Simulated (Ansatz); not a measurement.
The same path of CH2O + H3Si (8 atoms, charge 0, multiplicity 2) was run twice with different band settings. Lost on the way: H1–C2. Made: H1–Si4.

All numbers below come from Ansatz 0.2.0, UKS PBE/cc-pVDZ.

Relaxed end points:

```xyz
8
Properties=species:S:1:pos:R:3
H 0.279 -0.491 -0.501
C 0.692 -1.064 -1.389
O 1.821 -0.910 -1.803
Si -0.807 1.274 1.637
H -0.036 -1.790 -1.859
H 0.645 0.988 1.931
H -0.967 1.987 0.315
H -1.628 0.007 1.669
```

```xyz
8
Properties=species:S:1:pos:R:3
H -0.035 -0.145 0.401
C 1.063 -1.457 -1.817
O 2.077 -1.343 -2.430
Si -0.637 0.899 1.310
H 0.050 -1.701 -2.303
H 0.406 1.381 2.285
H -1.127 2.061 0.484
H -1.796 0.304 2.069
```

Common settings: spring 5.0 eV/Å²; optimiser quadratic models (default); start path through a guess of the saddle point; force threshold 0.05 eV/Å; iteration limit 60; end points relaxed.

| run | movable images | climbing image |
| --- | --- | --- |
| 1 | 7 | yes |
| 2 | 4 | no |

Problem. What does each run give, and how far can it be trusted?

Solution. Run 1: converged after 32 iterations, highest image 0.190 eV above the first end. A structure lower than the first end lies on the path between it and the top, so the climb from that side starts below the end, which may itself be a saddle point or a shallow side well. A vibrational analysis at the climbing image gives one clearly imaginary mode, 811i cm⁻¹: a first-order saddle point.
Run 2: converged after 55 iterations, highest image 0.000 eV above the first end. The top lies less than 8 meV above the higher end, about what the thresholds resolve: that end is a shoulder or a very shallow well. No image climbed, so the highest image needn't sit at the top of the path. A band with more images between the same ends climbed to 0.19 eV, so this one has probably stepped over the top.
